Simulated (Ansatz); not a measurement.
`C/C(F)=C(/C)F` + H₂ → `C/C=C(/C)F` + H–F  (hydrogenolysis of a C–F bond)

Gas-phase electronic energies from Ansatz, PBE0-D4/def2-TZVP geometries. CBS: MP2 limit from def2 TZ/QZ plus the TZ coupled-cluster correction, frozen cores. This one scheme is used for every species. Double bonds are as drawn, so ΔE can hold a change between cis and trans. Functionals use def2-TZVPP. B3LYP here is the variant with VWN-RPA as its local correlation; programs differ in this. HSE06 is defined as in plane-wave codes.

`C/C(F)=C(/C)F`:

Cartesian coordinates in Å:
```
C -0.595 1.863 0.090
C -0.323 0.441 0.376
F -0.808 0.019 1.564
C 0.323 -0.441 -0.376
C 0.595 -1.863 -0.090
F 0.808 -0.019 -1.564
H -0.152 2.500 0.861
H -1.672 2.052 0.082
H -0.181 2.141 -0.878
H 1.672 -2.052 -0.082
H 0.152 -2.500 -0.861
H 0.181 -2.141 0.877
```

H₂:

Z-matrix (Å, degrees):
```
H
H 1 0.746
```

`C/C=C(/C)F`:

```xyz
12

C    -1.858   -0.598    0.097
C    -0.648    0.264    0.005
C     0.604   -0.166   -0.009
C     1.850    0.628   -0.099
F     0.858   -1.492    0.064
H    -2.509   -0.455   -0.771
H    -1.593   -1.653    0.154
H    -2.452   -0.347    0.982
H    -0.784    1.339   -0.057
H     1.623    1.692   -0.156
H     2.426    0.341   -0.983
H     2.483    0.449    0.776
```

H–F:

Z-matrix (Å, degrees):
```
F
H 1 0.920
```

Question: Is it downhill or uphill in electronic energy at CCSD(T)/CBS, and by how much? (An estimate is asked.)

Answer: The calculation gave: Downhill: ΔE = -25.5 kcal/mol.

Question: What do these levels give: r2SCANh-D4, HSE06-D4, ωB97X-V, PBE-QIDH, BLYP, B3LYP, HF/def2-SVP, CCSD(T)/def2-SVP, HF/def2-TZVPP, CCSD/def2-TZVPP, CCSD(T)/def2-TZVPP, SCS-MP2/def2-QZVPP? (An estimate is asked.)

Answer: Computed: r2SCANh-D4 -21.7, HSE06-D4 -23.0, ωB97X-V -21.6, PBE-QIDH -25.1, BLYP -20.9, B3LYP -22.4, HF/def2-SVP -23.2, CCSD(T)/def2-SVP -20.9, HF/def2-TZVPP -25.4, CCSD/def2-TZVPP -25.4, CCSD(T)/def2-TZVPP -24.7, SCS-MP2/def2-QZVPP -25.9 kcal/mol.

Question: What do rigid-rotor, harmonic-oscillator terms from PBE0-D4/def2-TZVP frequencies (298.15 K, 1 bar) make of the CCSD(T)/CBS value? (An estimate is asked.)

Answer: The calculation gave: ΔZPE = +4.5 kcal/mol, ΔH = -21.4 kcal/mol, ΔS = 31 J/(mol·K), ΔG = -23.6 kcal/mol.

Largest T1 diagnostic among the species: 0.011.

From r2SCAN to r2SCAN0 (25 % exact exchange), in def2-TZVPP and without D4, ΔE moves by −2.0 kcal/mol. At CCSD(T), def2-SVP lies +4.6 kcal/mol from the extrapolated value and def2-TZVPP +0.8 kcal/mol.
